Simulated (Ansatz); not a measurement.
in.yaml

```yaml
crystal:
  periodic: [false, false, false]
  atoms:
    - {symbol: H, position_ang: [-1.996482, 0.000000, 0.000000]}
    - {symbol: H, position_ang: [-1.013482, 0.000000, 0.000000]}
    - {symbol: B, position_ang: [0.156518, 0.000000, 0.000000]}
    - {symbol: H, position_ang: [0.665591, 0.000000, 1.077009]}
    - {symbol: H, position_ang: [0.665591, 0.000000, -1.077008]}
basis:
  gaussian: {orbitals: 6-31G}
magnetization: {spin_polarized: false, initial_magnetization: 1}
correlation: {method: fic_mrcisd_q, electrons: outside_noble_gas, active_space: {window: {electrons: 3, orbitals: 3}}}
```

```sh
$ ansatz run in.yaml --threads 1 --pin off --events-out ev --progress --plain --max-ram 2393MiB
```

The program prints:

```
254 factors; integrals over basis functions are off by at most 3.9e-4 eV
mean field evaluation 1: about -729.1835 eV, gradient 9.6e0 eV
mean field evaluation 2: about -729.1791 eV, gradient 9.6e0 eV
mean field evaluation 4: about -729.9707 eV, gradient 1.0e0 eV
mean field evaluation 8: about -729.9943 eV, gradient 1.1e-2 eV
mean field evaluation 16: about -728.1265 eV, gradient 6.3e-4 eV
mean field evaluation 32: about -728.1242 eV, gradient 5.3e-5 eV
mean field -729.99425659 eV, -26.8267941219 hartree, gradient 1.1e-6 eV, S^2 0.750000; 3 other end points of the search recorded, 0 dependent functions left out
reference -729.99425659 eV, -26.8267941219 hartree; 5, 4 occupied and 12, 13 virtual orbitals, 254 factors
state -730.42105901 eV, -26.8424788216 hartree
contracted CI cycle   1: correlation 0.00000000 eV, 0.0000000000 hartree, residual 9.64e0 eV
contracted CI cycle   2: correlation -1.67663545 eV, -0.0616152163 hartree, residual 1.63e0 eV
contracted CI cycle   3: correlation -1.72871474 eV, -0.0635290948 hartree, residual 4.02e-1 eV
contracted CI cycle   4: correlation -1.73188705 eV, -0.0636456753 hartree, residual 1.14e-1 eV
...
contracted CI cycle   8: correlation -1.77927590 eV, -0.0653871834 hartree, residual 2.21e-3 eV
contracted CI cycle   9: correlation -1.77927599 eV, -0.0653871866 hartree, residual 6.99e-4 eV
state -730.37298504 eV, -26.8407121357 hartree; corrected -732.22212251 eV, -26.9086666844 hartree
state -730.37298504 eV, -26.8407121357 hartree; corrected -732.22212251 eV, -26.9086666844 hartree
state -730.12515348 eV, -26.8316044937 hartree
contracted CI cycle   1: correlation 0.00000000 eV, 0.0000000000 hartree, residual 1.06e1 eV
contracted CI cycle   2: correlation -1.95889070 eV, -0.0719879053 hartree, residual 1.54e0 eV
contracted CI cycle   3: correlation -2.01422942 eV, -0.0740215658 hartree, residual 4.05e-1 eV
contracted CI cycle   4: correlation -2.01793656 eV, -0.0741578008 hartree, residual 1.02e-1 eV
contracted CI cycle   5: correlation -2.01822257 eV, -0.0741683113 hartree, residual 3.77e-2 eV
contracted CI cycle   6: correlation -2.01825761 eV, -0.0741695990 hartree, residual 1.24e-2 eV
contracted CI cycle   7: correlation -2.01826078 eV, -0.0741697157 hartree, residual 3.48e-3 eV
contracted CI cycle   8: correlation -2.01826106 eV, -0.0741697261 hartree, residual 1.02e-3 eV
state -730.12515348 eV, -26.8316044937 hartree; corrected -732.22898472 eV, -26.9089188659 hartree
state -730.12515348 eV, -26.8316044937 hartree; corrected -732.22898472 eV, -26.9089188659 hartree
the orbitals are reached from a further start. From the first start the search ends at -730.42105860 eV, -26.8424788063 hartree
WARN: the results are in doubt because another end's mean lies 0.296 eV lower, and its corrected mean 0.012 eV higher
Total energy: -732.22898472 eV, -26.9089188659 hartree
In doubt: another end's mean lies 0.296 eV lower, and its corrected mean 0.012 eV higher
```

Natural occupations: 1.9912 0.9992 0.0096.

For the same geometry and basis full CI lies 5.5 meV higher.

Ran on 1 thread of Arm Neoverse N1, shared host: 1.3 s wall, 0.13 GiB peak host memory.
